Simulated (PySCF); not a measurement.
## Bond length, frequency and bond energy of LiH by level of theory

State: ¹Σ⁺ (singlet), closed shell. Set-up: basis Li aug-cc-pVDZ, H aug-cc-pVDZ; no relativity; PySCF 2.14. De refers to Li + H in their ground configurations, without counterpoise correction. A positive dipole means Li(−)H(+).

| Level | Re (Å) | ωe (cm⁻¹) | De (eV) | μ (D) |
| --- | --- | --- | --- | --- |
| RHF | 1.620 | 1400 | 1.43 | -6.08 |
| RHF-MP2 | 1.586 | 1495 | 2.17 | n/a |
| RHF-SCS-MP2 | 1.580 | 1515 | 2.32 | n/a |
| RHF-CCSD | 1.584 | 1480 | 2.43 | n/a |
| RHF-CCSD(T) | 1.584 | 1480 | 2.43 | n/a |
| PBE | 1.617 | 1348 | 2.26 | -5.65 |
| r²SCAN | 1.616 | 1369 | 2.35 | -5.90 |
| M06-L | 1.605 | 1381 | 2.63 | -5.99 |
| PBE0 | 1.611 | 1377 | 2.23 | -5.79 |
| MN15 | 1.602 | 1385 | 2.76 | -5.95 |
| BHandHLYP | 1.596 | 1416 | 2.41 | -5.85 |

**Question.** What are the measured Re and ωe, and which levels come closest?

**Answer.** Re = 1.5957 Å and ωe = 1405.65 cm⁻¹ (Huber and Herzberg, Constants of Diatomic Molecules (1979)). Closest are BHandHLYP for the length (off by 0.000 Å) and RHF for the frequency (off by -0.4 %).

```csv
Level,error in Re (pm),error in ωe (%)
RHF,2.5,-0.4
RHF-MP2,-1.0,6.4
RHF-SCS-MP2,-1.6,7.8
RHF-CCSD,-1.1,5.3
RHF-CCSD(T),-1.2,5.3
PBE,2.1,-4.1
r²SCAN,2.1,-2.6
M06-L,0.9,-1.7
PBE0,1.5,-2.0
MN15,0.7,-1.4
BHandHLYP,0.0,0.8
```

Correlated steps freeze no core orbitals. Correlated levels converge slowly with the basis: in double zeta they bind strong bonds too weakly, by up to about 1 eV, and carry superposition errors of some tenths. Where the molecule has an RHF reference, its open-shell atoms are computed with UHF.

The whole job (state search and all levels along the bond) took about 0.4 min on 1 thread of Arm Neoverse V2 (shared host), peak memory 0.37 GiB.
